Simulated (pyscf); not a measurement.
# Four-centre exchange: HO–PH–OH + SiH₂ [singlet] → HO–PH–O–SiH: [singlet] + H₂

Gas phase, singlet surface, charge 0. Bonds broken: O1–H4, Si7–H8. Bonds formed: O1–Si7, H4–H8. Single points on ωB97X-D3(BJ)/def2-SVP structures (PySCF, gas phase).

Transition state (Å):

```xyz
9

O     -1.2945    -0.1289    -0.7606
P     -1.6618     0.5309     0.7340
O     -0.3523     0.0871     1.6479
H     -0.3575    -0.9681    -0.9951
H     -2.4790    -0.5543     1.1612
H      0.2510     0.8354     1.7458
Si     0.1636     0.5989    -1.7519
H      0.5580    -1.0530    -1.4420
H     -0.4342     0.1790    -3.0860
```

One imaginary mode, 1460i cm⁻¹; descent along it reached the two sides named, in the forms told below.

```tsv
bond	change	reactant side (Å)	saddle	product side
O1–H4	breaks	0.970	1.280	3.1
Si7–H8	breaks	1.528	1.726	3.3
O1–Si7	forms	2.036	1.907	1.679
H4–H8	forms	2.473	1.022	0.763
```

Electronic energies relative to the separated reactants (kcal/mol):

```csv
level,barrier,reaction energy,reverse barrier
ωB97X-D3(BJ)/def2-TZVP,-0.8,-31.2,30.4
PBE/def2-TZVP,-4.6,-28.4,23.7
r²SCAN/def2-TZVP,-4.5,-30.2,25.7
B3LYP-D3(BJ)/def2-TZVP,-0.5,-31.1,30.6
PBE0-D3(BJ)/def2-TZVP,-2.9,-28.4,25.6
M06-2X/def2-TZVP,-0.3,-31.8,31.5
ωB97M-D3(BJ)/def2-TZVP,0.9,-29.9,30.7
HF/def2-TZVP,20.3,-25.2,45.5
```

With ωB97M-D3(BJ)/def2-TZVP energies and thermal terms (ideal gas, 1 atm, RRHO with modes under 100 cm⁻¹ raised to 100, one conformer, R ln 2 for chiral ones without a mode under 150 cm⁻¹), in kcal/mol:

```
T (K)   ΔH‡   ΔG‡     ΔH     ΔG
-----  ----  ----  -----  -----
298     0.0  11.1  -32.0  -29.5
600    -0.1  22.5  -31.0  -27.3
900     0.4  33.7  -30.2  -25.7
1200    1.2  44.7  -29.5  -24.3
```

On the reactant side the descent ends in an adduct with a O–Si contact, 21.6 kcal/mol under the separated species and 20.8 kcal/mol under the saddle at ωB97X-D3(BJ)/def2-TZVP. At ωB97X-D3(BJ)/def2-TZVP, PBE, r²SCAN, B3LYP-D3(BJ), PBE0-D3(BJ), M06-2X the saddle lies under the separated reactants, which points to a path from their complex (located at ωB97X-D3(BJ) alone). What is counted as formed (O–Si) is already present as a longer contact in the reactant adduct; forming that adduct is a step of its own. The same reactants have a lower exit, to HO–P(OH)–SiH₃ (barrier -5.4 kcal/mol at ωB97M-D3(BJ)/def2-TZVP, against +0.9 kcal/mol here). One saddle was located; it need not be the lowest between these sides.
